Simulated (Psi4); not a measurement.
Psi4 input (wB97X-D/6-311+G**):

```
memory 1500 MB

molecule {
-1 2
C    -0.62771000    0.13746760   -0.11720572
C     0.57033210   -0.02366363    0.31751486
H    -1.11372761   -0.16846940   -1.06751401
H     1.45799498   -0.51435441   -0.13434084
symmetry c1
no_reorient
no_com
}

set {
  basis 6-311+G**
  reference uks
  scf_type pk
  dft_radial_points 99
  dft_spherical_points 590
  e_convergence 1e-8
  d_convergence 1e-7
  maxiter 150
}

e = energy('wb97x-d')
print_out(f'\nFINAL {e:.10f} DIPOLE {variable("CURRENT DIPOLE")[0]:.6f} {variable("CURRENT DIPOLE")[1]:.6f} {variable("CURRENT DIPOLE")[2]:.6f}\n')
```

### Question
Predict the final energy.

### Answer
-77.26159 Eh.
